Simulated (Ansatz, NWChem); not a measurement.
## Worked example: vertical ionisation energy of Si2H5 (SMILES [SiH2][SiH3])

The species is Si2H5 (7 atoms), meant as a doublet with charge 0. SMILES: `[SiH2][SiH3]`. The coordinates come from a PBE0-D4/def2-TZVP relaxation.

Both states at this one shape; open shells run unrestricted unless said. 1 Eh = 27.2114 eV.

```tsv
level	program	doublet Si2H5 (Eh)	singlet [Si2H5]+ (Eh)
UB3LYP/pcseg-2	NWChem	-582.008453	-581.702460
U-r2SCAN0/STO-3G	Ansatz	-575.165263	-574.946829
```

**Question.** Work out the vertical ionisation energy at each level.

**Answer.** 
1. UB3LYP/pcseg-2: -581.702460 − (-582.008453) = 0.305993 Eh = 8.33 eV.
2. U-r2SCAN0/STO-3G: -574.946829 − (-575.165263) = 0.218434 Eh = 5.94 eV.

No measured value is set beside it here; the levels span 5.94 to 8.33 eV. Minimal sets are far from the basis-set limit.
